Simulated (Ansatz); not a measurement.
# C₃H₃F₃: up Jacob's ladder to CCSD(T)

One table from this session's results is given with a row withheld; the runs are named, their logs left out.

Program: Ansatz 0.2.0, Gaussian basis. Level of theory: functionals in def2-TZVPP, the program's frozen cores in correlated methods. These are calculated values, not measurements.

Plan: PBE-D4, r2SCAN-D4, PBE0-D4, B3LYP-D4, ωB97X-V, ωB97M-V, B2PLYP; CCSD(T)/def2-TZVPP; MP2/def2-QZVPP; extrapolation to the limit.

## Structure used throughout

The geometry comes from an earlier relaxation with PBE0-D4 in a triple-zeta def2 set; it is a stationary point, not always the lowest conformer.

9 atoms, charge 0, spin multiplicity 1.

Atoms are counted from 1 here; the program's logs count them from 0.

Bond lengths: C1–C2 1.316 Å, C1–H7 1.082 Å, C1–H8 1.080 Å, C2–F3 1.337 Å, C2–C4 1.498 Å, C4–F5 1.356 Å, C4–F6 1.349 Å, C4–H9 1.096 Å. Angles: C2–C1–H7 120.8°, C2–C1–H8 119.5°, H7–C1–H8 119.7°, C1–C2–F3 122.5°, C1–C2–C4 126.9°, F3–C2–C4 110.6°, C2–C4–F5 109.8°, C2–C4–F6 110.4°, C2–C4–H9 111.9°, F5–C4–F6 108.0°, F5–C4–H9 107.7°, F6–C4–H9 108.9°.

Coordinates:

```
C    -0.95406    0.49319    0.92849
C    -0.50077   -0.13643   -0.13439
F    -1.31048   -0.73735   -1.01179
C     0.93234   -0.31097   -0.53447
F     1.16293    0.32462   -1.70969
F     1.74932    0.22331    0.39631
H    -2.01573    0.55285    1.12644
H    -0.25617    0.95750    1.60926
H     1.19261   -1.36672   -0.67016
```

The first run:

File in.yaml:

```yaml
crystal:
  periodic: [false, false, false]
  atoms:
    - {symbol: C, position_ang: [-0.954056, 0.493191, 0.928495]}
    - {symbol: C, position_ang: [-0.500769, -0.136427, -0.134390]}
    - {symbol: F, position_ang: [-1.310484, -0.737355, -1.011789]}
    - {symbol: C, position_ang: [0.932343, -0.310970, -0.534470]}
    - {symbol: F, position_ang: [1.162927, 0.324623, -1.709687]}
    - {symbol: F, position_ang: [1.749322, 0.223313, 0.396310]}
    - {symbol: H, position_ang: [-2.015728, 0.552845, 1.126440]}
    - {symbol: H, position_ang: [-0.256168, 0.957499, 1.609256]}
    - {symbol: H, position_ang: [1.192614, -1.366720, -0.670156]}
basis:
  gaussian: {orbitals: def2-TZVPP}
hamiltonian: {xc: pbe, dispersion: d4}
output: {forces: true, orbitals: {seedname: orbitals}}
```

Started as:

```console
$ ansatz run in.yaml --threads 2 --pin off --events-out ev --progress --plain --max-ram 32768MiB --backend cpu
```

Among the steps run: PBE-D4 (GGA); r2SCAN-D4 (meta-GGA); PBE0-D4 (hybrid); B3LYP-D4 (hybrid); ωB97X-V (range-separated); ωB97M-V (range-separated); B2PLYP (double hybrid); CCSD(T) in def2-TZVPP; MP2 in def2-QZVPP.

One of the session's tables, all rows but one given; the rest of the session is left out.

| method | atomisation energy (kcal/mol) |
| --- | --- |
| PBE-D4 | 928.9 |
| r2SCAN-D4 | 896.8 |
| PBE0-D4 | ? |
| B3LYP-D4 | 888.8 |
| ωB97X-V | 892.6 |
| ωB97M-V | 894.3 |
| B2PLYP | 882.3 |
| HF/def2-TZVPP | 628.4 |
| MP2/def2-TZVPP | 896.2 |
| CCSD/def2-TZVPP | 848.6 |
| CCSD(T)/def2-TZVPP | 866.1 |
| MP2/CBS | 919.5 |
| CCSD(T)/CBS | 889.4 |

Q: Estimate the row for PBE0-D4 from the others.

**Answer.** atomisation energy (kcal/mol): 898.8. In the column «atomisation energy (kcal/mol)» it lies between r2SCAN-D4 (896.8) and MP2/CBS (919.5).
